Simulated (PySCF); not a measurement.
Compound: hydrogen cyanide, HCN.
InChI=1S/CHN/c1-2/h1H

Theory: PBE0/pcSseg-1 in PySCF (dipole) on a GFN2-xTB geometry, gas phase.

Take the most abundant isotopes and a rigid rotor. 

(1) What are the moment of inertia and the rotational constant?

(2) List the first levels of a rigid rotor in a Σ state.

(3) Where do the first rotational lines fall?

(4) Estimate the classical rotational partition function at 50 K and 200 K.

Answers

(1) I = 11.072 u·Å², B = 505379 MHz·u·Å²/I = 45647 MHz (1.5226 cm⁻¹, or 2.191 K as hB/k).

(2) E(J) = BJ(J+1): J = 1: 3.045, J = 2: 9.136, J = 3: 18.271, J = 4: 30.452, J = 5: 45.678, J = 6: 63.950 cm⁻¹.

(3) The dipole is 3.02 D; J+1 ← J lies at 2B(J+1): 1 ← 0 at 91.29 GHz, 2 ← 1 at 182.59 GHz, 3 ← 2 at 273.88 GHz, 4 ← 3 at 365.17 GHz, 5 ← 4 at 456.47 GHz, 6 ← 5 at 547.76 GHz.

(4) Point group C∞v, symmetry number σ = 1; q = kT/(σhB), k/h = 20836.6 MHz/K: 22.8 at 50 K, 91.3 at 200 K.

Stationary, but not proved a minimum. Constants of a rigid frame at the computed geometry: no zero-point averaging, no centrifugal distortion.
